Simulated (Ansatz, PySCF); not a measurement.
Bond stretch in HF, singlet.

Levels: RKS-PBE = Ansatz (a quantum-chemistry and plane-wave program) with restricted PBE/cc-pVDZ; UKS-PBE = Ansatz with unrestricted PBE/cc-pVDZ; UKS-M06-2X = unrestricted M06-2X/cc-pVDZ (PySCF); UCCSD(T) = CCSD(T) on UHF/cc-pVDZ, 1 core orbital frozen run with PySCF.

Energies relative to the lowest point of each curve near equilibrium, in kcal/mol; the last columns give the difference from UCCSD(T):

```json
[
 {"R / Å": "0.69", "RKS-PBE": "73.4", "UKS-PBE": "73.4", "UKS-M06-2X": "70.5", "UCCSD(T)": "69.8", "RKS-PBE − UCCSD(T)": "3.7", "UKS-PBE − UCCSD(T)": "3.7", "UKS-M06-2X − UCCSD(T)": "0.7"},
 {"R / Å": "0.73", "RKS-PBE": "45.4", "UKS-PBE": "45.4", "UKS-M06-2X": "42.8", "UCCSD(T)": "42.2", "RKS-PBE − UCCSD(T)": "3.2", "UKS-PBE − UCCSD(T)": "3.2", "UKS-M06-2X − UCCSD(T)": "0.7"},
 {"R / Å": "0.79", "RKS-PBE": "19.0", "UKS-PBE": "19.0", "UKS-M06-2X": "17.1", "UCCSD(T)": "16.6", "RKS-PBE − UCCSD(T)": "2.4", "UKS-PBE − UCCSD(T)": "2.4", "UKS-M06-2X − UCCSD(T)": "0.5"},
 {"R / Å": "0.82", "RKS-PBE": "10.9", "UKS-PBE": "10.9", "UKS-M06-2X": "9.4", "UCCSD(T)": "9.0", "RKS-PBE − UCCSD(T)": "1.9", "UKS-PBE − UCCSD(T)": "1.9", "UKS-M06-2X − UCCSD(T)": "0.4"},
 {"R / Å": "0.87", "RKS-PBE": "3.0", "UKS-PBE": "3.0", "UKS-M06-2X": "2.2", "UCCSD(T)": "2.0", "RKS-PBE − UCCSD(T)": "1.0", "UKS-PBE − UCCSD(T)": "1.0", "UKS-M06-2X − UCCSD(T)": "0.2"},
 {"R / Å": "0.89", "RKS-PBE": "1.3", "UKS-PBE": "1.3", "UKS-M06-2X": "0.8", "UCCSD(T)": "0.7", "RKS-PBE − UCCSD(T)": "0.6", "UKS-PBE − UCCSD(T)": "0.6", "UKS-M06-2X − UCCSD(T)": "0.1"},
 {"R / Å": "0.92", "RKS-PBE": "0.0", "UKS-PBE": "0.0", "UKS-M06-2X": "0.0", "UCCSD(T)": "0.0", "RKS-PBE − UCCSD(T)": "0.0", "UKS-PBE − UCCSD(T)": "0.0", "UKS-M06-2X − UCCSD(T)": "0.0"},
 {"R / Å": "0.95", "RKS-PBE": "0.0", "UKS-PBE": "0.0", "UKS-M06-2X": "0.5", "UCCSD(T)": "0.6", "RKS-PBE − UCCSD(T)": "-0.6", "UKS-PBE − UCCSD(T)": "-0.6", "UKS-M06-2X − UCCSD(T)": "-0.1"},
 {"R / Å": "0.98", "RKS-PBE": "1.0", "UKS-PBE": "1.0", "UKS-M06-2X": "2.0", "UCCSD(T)": "2.2", "RKS-PBE − UCCSD(T)": "-1.2", "UKS-PBE − UCCSD(T)": "-1.2", "UKS-M06-2X − UCCSD(T)": "-0.2"},
 {"R / Å": "1.02", "RKS-PBE": "3.5", "UKS-PBE": "3.5", "UKS-M06-2X": "5.3", "UCCSD(T)": "5.5", "RKS-PBE − UCCSD(T)": "-2.0", "UKS-PBE − UCCSD(T)": "-2.0", "UKS-M06-2X − UCCSD(T)": "-0.3"},
 {"R / Å": "1.08", "RKS-PBE": "9.2", "UKS-PBE": "9.2", "UKS-M06-2X": "12.1", "UCCSD(T)": "12.4", "RKS-PBE − UCCSD(T)": "-3.2", "UKS-PBE − UCCSD(T)": "-3.2", "UKS-M06-2X − UCCSD(T)": "-0.3"},
 {"R / Å": "1.15", "RKS-PBE": "17.6", "UKS-PBE": "17.6", "UKS-M06-2X": "21.9", "UCCSD(T)": "22.0", "RKS-PBE − UCCSD(T)": "-4.4", "UKS-PBE − UCCSD(T)": "-4.4", "UKS-M06-2X − UCCSD(T)": "-0.1"},
 {"R / Å": "1.24", "RKS-PBE": "29.8", "UKS-PBE": "29.8", "UKS-M06-2X": "36.1", "UCCSD(T)": "35.6", "RKS-PBE − UCCSD(T)": "-5.7", "UKS-PBE − UCCSD(T)": "-5.7", "UKS-M06-2X − UCCSD(T)": "0.6"},
 {"R / Å": "1.37", "RKS-PBE": "48.1", "UKS-PBE": "48.1", "UKS-M06-2X": "57.4", "UCCSD(T)": "55.3", "RKS-PBE − UCCSD(T)": "-7.2", "UKS-PBE − UCCSD(T)": "-7.2", "UKS-M06-2X − UCCSD(T)": "2.1"},
 {"R / Å": "1.50", "RKS-PBE": "65.5", "UKS-PBE": "65.5", "UKS-M06-2X": "78.0", "UCCSD(T)": "73.1", "RKS-PBE − UCCSD(T)": "-7.6", "UKS-PBE − UCCSD(T)": "-7.6", "UKS-M06-2X − UCCSD(T)": "4.9"},
 {"R / Å": "1.66", "RKS-PBE": "84.6", "UKS-PBE": "84.6", "UKS-M06-2X": "100.6", "UCCSD(T)": "91.1", "RKS-PBE − UCCSD(T)": "-6.5", "UKS-PBE − UCCSD(T)": "-6.5", "UKS-M06-2X − UCCSD(T)": "9.5"},
 {"R / Å": "1.85", "RKS-PBE": "103.8", "UKS-PBE": "102.1", "UKS-M06-2X": "115.6", "UCCSD(T)": "107.5", "RKS-PBE − UCCSD(T)": "-3.7", "UKS-PBE − UCCSD(T)": "-5.5", "UKS-M06-2X − UCCSD(T)": "8.1"},
 {"R / Å": "2.02", "RKS-PBE": "117.9", "UKS-PBE": "111.5", "UKS-M06-2X": "122.0", "UCCSD(T)": "117.3", "RKS-PBE − UCCSD(T)": "0.6", "UKS-PBE − UCCSD(T)": "-5.8", "UKS-M06-2X − UCCSD(T)": "4.7"},
 {"R / Å": "2.27", "RKS-PBE": "133.9", "UKS-PBE": "119.8", "UKS-M06-2X": "127.3", "UCCSD(T)": "123.6", "RKS-PBE − UCCSD(T)": "10.3", "UKS-PBE − UCCSD(T)": "-3.8", "UKS-M06-2X − UCCSD(T)": "3.7"},
 {"R / Å": "2.46", "RKS-PBE": "143.1", "UKS-PBE": "123.7", "UKS-M06-2X": "129.4", "UCCSD(T)": "125.1", "RKS-PBE − UCCSD(T)": "17.9", "UKS-PBE − UCCSD(T)": "-1.4", "UKS-M06-2X − UCCSD(T)": "4.3"},
 {"R / Å": "2.77", "RKS-PBE": "153.9", "UKS-PBE": "127.6", "UKS-M06-2X": "—", "UCCSD(T)": "125.9", "RKS-PBE − UCCSD(T)": "27.9", "UKS-PBE − UCCSD(T)": "1.7", "UKS-M06-2X − UCCSD(T)": "—"},
 {"R / Å": "3.26", "RKS-PBE": "163.8", "UKS-PBE": "130.5", "UKS-M06-2X": "—", "UCCSD(T)": "126.2", "RKS-PBE − UCCSD(T)": "37.5", "UKS-PBE − UCCSD(T)": "4.3", "UKS-M06-2X − UCCSD(T)": "—"},
 {"R / Å": "3.66", "RKS-PBE": "168.0", "UKS-PBE": "131.6", "UKS-M06-2X": "—", "UCCSD(T)": "126.3", "RKS-PBE − UCCSD(T)": "41.7", "UKS-PBE − UCCSD(T)": "5.3", "UKS-M06-2X − UCCSD(T)": "—"}
]
```

RKS-PBE is furthest from UCCSD(T) at 3.66 (41.7 kcal/mol, above); its mean absolute difference over the points is 8.3 kcal/mol.

UKS-PBE is furthest from UCCSD(T) at 1.50 (-7.6 kcal/mol, below); its mean absolute difference over the points is 3.4 kcal/mol.

UKS-M06-2X is furthest from UCCSD(T) at 1.66 (9.5 kcal/mol, above); its mean absolute difference over the points is 2.1 kcal/mol.

Dashes: no converged value, or the column stops at the first point that the program doubted or that broke a chosen test of continuity, which isn't proof of a fault.

The restricted form behind RKS-PBE keeps the bonding electrons paired and can't separate into open-shell fragments. The unrestricted determinant behind UKS-PBE is spin-contaminated at 1.85 to 3.66 Å (<S²> up to 0.9, against 0.00 for a pure singlet). The unrestricted solution behind UKS-M06-2X changes between 2.46 and 2.77 Å, which can leave a kink. The unrestricted determinant behind UKS-M06-2X is spin-contaminated at 1.66 to 2.46 Å (<S²> up to 0.9, against 0.00 for a pure singlet). The unrestricted determinant behind UCCSD(T) is spin-contaminated at 1.37 to 3.66 Å (<S²> up to 1.0, against 0.00 for a pure singlet).
